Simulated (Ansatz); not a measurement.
## Worked example: the step energy

An elementary step of CH₈BN, singlet (CH₅B ([BH2][CH3]) + NH₃ → BNH₄ ([BH2][NH2]) + CH₄; B–C, H–N broken or loosened, B–N, C–H formed or tightened). “Start” and “end” are the PBE0-D4/def2-TZVP structures reached by relaxing down either side of its saddle point, with the molecules still in contact.

Program: Ansatz 0.2.0. Basis: def2-TZVPP and def2-QZVPP. Cores are frozen in the correlated methods.

Energies in eV:

| quantity | end | start |
| --- | --- | --- |
| Hartree–Fock, triple zeta (X = 3) | -3312.80226 | -3311.98238 |
| Hartree–Fock, quadruple zeta (X = 4) | -3312.98130 | -3312.15138 |
| MP2 correlation, X = 3 | -14.31601 | -14.75215 |
| MP2 correlation, X = 4 | -15.24644 | -15.68157 |
| CCSD(T) correlation, X = 3 | -15.99758 | -16.40113 |

Task: Work out the step energy at the basis limit: extrapolate Hartree–Fock as E(X) = E∞ + A exp(−7.88 √X) and the MP2 correlation as E(X) = E∞ + B X^−2.97 (the exponents that Neese and Valeev fitted for def2-TZVPP and QZVPP), then add CCSD(T) − MP2 in triple zeta.

Result: Each step is linear, so take the differences first (end − start): Hartree–Fock -0.81988 (X = 3) and -0.82992 (X = 4); MP2 correlation 0.43614 and 0.43513; CCSD(T) correlation 0.40355.
Two points give E∞ = E(4) + w [E(4) − E(3)], with w = 1/(exp(7.88 (2 − √3)) − 1) = 0.1377 for Hartree–Fock and w = 1/((4/3)^2.97 − 1) = 0.7407 for the correlation.
Hartree–Fock: -0.82992 + 0.1377 × (-0.01004) = -0.8313 eV.
MP2 correlation: 0.43513 + 0.7407 × (-0.00101) = 0.4344 eV.
CCSD(T) − MP2: 0.40355 − 0.43614 = -0.0326 eV.
Sum: -0.8313 + 0.4344 + (-0.0326) = -0.4295 eV, or -9.90 kcal/mol. Plain CCSD(T) in triple zeta gives -0.4163 eV, so the larger basis shifts the result by -0.0132 eV.

The T1 diagnostic stays at or below 0.012.

The step is the kind of exchange with an N–H group that builds nitride films in atomic layer and chemical vapour deposition.

Labels in which every atom is bracketed show which atoms are joined, not bond orders.

For scale, one of the runs: CCSD(T)/def2-TZVPP, 205 basis functions, launched by `ansatz run in.yaml --threads 2 --pin off --events-out ev --progress --plain --max-ram 4352MiB`. Time: 53 s of wall clock on 2 CPU threads of an Arm Neoverse V1; the host was shared. Peak host memory: 2.8 GiB.
